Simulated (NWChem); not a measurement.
# disilane (Si2H6); SMILES [SiH3][SiH3]

```xyz
8

Si     0.0000     0.0000     1.1730
Si     0.0000     0.0000    -1.1730
H     -1.3281    -0.4534     1.6890
H      0.2714     1.3769     1.6890
H      1.0567    -0.9235     1.6890
H     -0.2714    -1.3769    -1.6890
H      1.3281     0.4534    -1.6890
H     -1.0567     0.9235    -1.6890
```
Atoms are numbered in this order, from 1.

All runs: NWChem. The geometry was optimised at PBE0/def2-SVP. Static field.

### Question
Order these by “isotropic polarisability (bohr³)”, lowest first: B3LYP/aug-cc-pVDZ; PBE/aug-cc-pVDZ; BHandHLYP/aug-cc-pVDZ.

### Answer
BHandHLYP/aug-cc-pVDZ (61.7), B3LYP/aug-cc-pVDZ (63.9), PBE/aug-cc-pVDZ (65.8)
